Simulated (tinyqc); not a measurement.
Inside a calculation. Method: RKS/exchange-only LDA in the sto-3g basis, for H2O, spin multiplicity 1. One step of it, computed by the program tinyqc.

Problem. Iteration 2: DIIS coefficients. Solve [B -1; -1 0][c; lambda] = [0; -1] for the coefficients, which sum to one.

B (overlaps of the stored error matrices):
$$\begin{pmatrix}
2.3604863e-01 & -2.3194243e-01 \\
-2.3194243e-01 & 1.1559269e+00
\end{pmatrix}$$

Give: DIIS coefficients.

Solution.

DIIS coefficients: [0.7478, 0.2522]
